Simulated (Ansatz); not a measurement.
For 2H-SiC, LDA (Ansatz, an electronic-structure program, plane waves, PAW) gives:

| Property | Value |
|---|---|
| equilibrium lattice constant a | 3.056 Å |
| c axis length | 5.016 Å |
| bulk modulus | 231 GPa |
| cohesive energy | 7.40 eV/atom |
| enthalpy of formation | -0.283 eV/atom |

**Question.** What does r²SCAN-D4 in Ansatz (plane waves, PAW) give for the same quantities?

**Answer.** 
- lattice constant a: 3.069 Å (increases by 0.4 %)
- lattice parameter c: 5.037 Å (rises by 0.4 %)
- bulk modulus: 230 GPa (is nearly the same)
- cohesive energy: 6.56 eV/atom (falls by 0.84 eV/atom)
- formation enthalpy: -0.322 eV/atom (moves by -0.039 eV/atom)

For comparison: lattice constant a 3.076 Å (measured, room temperature, not corrected to a static lattice; as tabulated in Paulus et al. (1997), arXiv:cond-mat/9701136); lattice parameter c 5.048 Å (measured, room temperature, not corrected to a static lattice; as tabulated in Paulus et al. (1997), arXiv:cond-mat/9701136).

Changes are worked out from the printed values.

Unless a cell is named, each level is at its own relaxed cell (LDA 10.14, r²SCAN-D4 10.27 Å³/atom).

Ansatz's density-functional and Hartree–Fock values are scalar-relativistic unless marked +SOC, with PAW data made under PBE.
